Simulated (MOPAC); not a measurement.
MOPAC input (PM3):

```
PM3 1SCF CHARGE=-1 GEO-OK AUX(PRECISION=9) THREADS=1
C4H4N

H     0.02052304 1    0.05589807 1    2.11750821 1
N     0.01077974 1    0.06690251 1    1.11378704 1
C     0.00317751 1    1.25279840 1    0.37969427 1
C     0.00382693 1   -1.08826299 1    0.34906554 1
C    -0.00941279 1    0.75716324 1   -0.93856272 1
C    -0.00908496 1   -0.67184965 1   -0.96432736 1
H     0.00842667 1   -2.07957621 1    0.78181971 1
H    -0.01825489 1    1.38383848 1   -1.82374512 1
H    -0.01719313 1   -1.32757185 1   -1.82731044 1
```

What heat of formation does the run end on, and which ionisation energy by Koopmans theorem?

49.60 kcal/mol; 2.66 eV.
